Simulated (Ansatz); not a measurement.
Reaction: C3H5Cl (SMILES C/C=C/Cl) → CH3 (SMILES [CH3], doublet) + C2H2Cl (SMILES [H]/[C]=C\Cl, doublet) (the C-C bond breaks)
Each species at its own B3LYP-D3(BJ)/def2-TZVP minimum (Ansatz, a first-principles code).

Total energies in hartree (Ansatz). Open shells are spin-unrestricted; no spin-orbit coupling. Correlated methods leave the cores frozen. No relativity. The UHF reference of C2H2Cl ([H]/[C]=C\Cl, doublet) is spin-contaminated (<S^2> up to 0.20 over the pure value in the sets run).

| species | HF/cc-pV(T+d)Z | CCSD(T)/cc-pV(T+d)Z | HF/cc-pV(Q+d)Z | CCSD(T)/cc-pV(Q+d)Z | CCSD(T)/cc-pV(D+d)Z | CCSDT(Q)/cc-pV(D+d)Z |
|---|---|---|---|---|---|---|
| 1: C3H5Cl (SMILES C/C=C/Cl) | -576.05468 | -576.81994 | -576.06579 | -576.87784 | -576.62393 | -576.62624 |
| 2: CH3 (SMILES [CH3], doublet) | -39.57748 | -39.76098 | -39.58026 | -39.77245 | -39.71583 | -39.71634 |
| 3: C2H2Cl (SMILES [H]/[C]=C\Cl, doublet) | -536.35607 | -536.88771 | -536.36458 | -536.93252 | -536.73917 | -536.74177 |

Problem. Work out the bond dissociation energy (electronic) in kJ/mol: take Hartree-Fock from cc-pV(Q+d)Z, extrapolate the CCSD(T) correlation energy as X^-3 (X = 3, 4), and add CCSDT(Q) - CCSD(T) in cc-pV(D+d)Z. 1 hartree = 2625.5 kJ/mol.

Solution. 
Species 1: correlation (64·(-0.81205) - 27·(-0.76526))/37 = -0.84619; step -0.00231; E1 = -576.06579 + (-0.84619) + (-0.00231) = -576.91429
Species 2: correlation (64·(-0.19219) - 27·(-0.18350))/37 = -0.19853; step -0.00051; E2 = -39.58026 + (-0.19853) + (-0.00051) = -39.77930
Species 3: correlation (64·(-0.56794) - 27·(-0.53164))/37 = -0.59443; step -0.00260; E3 = -536.36458 + (-0.59443) + (-0.00260) = -536.96161
-1·E1 +1·E2 +1·E3 = 0.17338 hartree = 455.2 kJ/mol.
